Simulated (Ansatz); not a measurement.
# FH₄PSi, SMILES F[SiH2]P: an active-space calculation

With Ansatz's Python interface.

Typed at the interpreter:
```pycon
>>> import ansatz as az
>>> from ase import Atoms
>>> BASIS_SET = "cc-pVDZ"
>>> atoms = Atoms(["F", "Si", "P", "H", "H", "H", "H"], positions=[
...     (-2.0339, -0.0289, 0.2642),
...     (-0.6698, -0.2229, -0.4582),
...     (0.8804, -0.2486, 1.0792),
...     (-0.6013, -1.5008, -1.1908),
...     (-0.3873, 0.891, -1.4099),
...     (0.8313, 1.1322, 1.4435),
...     (2.0419, -0.09, 0.2264),
... ])
>>> fh4psi = az.Crystal.molecule_from_ase(atoms)
>>> setup = (
...     fh4psi.calculation()
...     .basis(gaussian=BASIS_SET)
...     .scf(lower_state_search="standard")
...     .correlation(active_electrons=6, active_orbitals=7)
... )
>>> for method in ["sc_nevpt2"]:
...     data = (setup if method is None else setup.correlation(method)).run(threads=1, pin="off").report
...     space = data["configurations"]
...     state = space["states"][0]
...     print(method or "casscf", f"total {data['free_energy_ev'] / 27.211386246:.6f} Ha, active-space state {state['energy']['hartree']:.6f} Ha, mean field {data['reference_energy_ev'] / 27.211386246:.6f} Ha")
...     print("  determinants", state["n_determinants"], " natural occupations", [round(n, 3) for n in space["natural_occupations"]])
...
sc_nevpt2 total -731.896301 Ha, active-space state -731.538365 Ha, mean field -731.482828 Ha
  determinants 1225  natural occupations [1.98, 1.976, 1.953, 0.032, 0.029, 0.015, 0.014]
```

What to keep in mind:
- The settings weren't tested for convergence.
- The geometry is a force-field or estimated start, not a minimum of this method, and the basis set is short of its limit. The active space starts as a window about the frontier orbitals and is then optimised, not chosen by chemistry.
- Run time: 15 s on 1 thread of Arm Neoverse V1 (shared host), peak memory 0.22 GiB.
